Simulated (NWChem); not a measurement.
# A calculation on methanol (CH$_{4}$O)

SMILES: OC
```xyz
6

C      0.6125    -0.2314     0.0000
O     -0.6650     0.3583     0.0000
H      0.8066    -0.8558     0.8960
H      1.3548     0.5819     0.0000
H      0.8066    -0.8558    -0.8960
H     -1.3230    -0.3478     0.0000
```
Charge 0, spin multiplicity 1.

Everything below was run with NWChem. The geometry was optimised at B3LYP/def2-SVP, a minimum by its harmonic frequencies.

Symmetry labels belong to the abelian group Cs used in the runs, with the axes of the coordinates shown.

Problem. List the lowest 6 singlet excitations that TD-PBE/aug-cc-pVDZ gives, with oscillator strengths.

Solution. 
| state | symmetry | energy (eV) | wavelength (nm) | f |
|---|---|---|---|---|
| 1 | a" | 5.64 | 220 | 0.000 |
| 2 | a" | 6.28 | 197 | 0.026 |
| 3 | a' | 6.84 | 181 | 0.030 |
| 4 | a" | 6.97 | 178 | 0.008 |
| 5 | a' | 7.36 | 168 | 0.001 |
| 6 | a" | 7.86 | 158 | 0.000 |
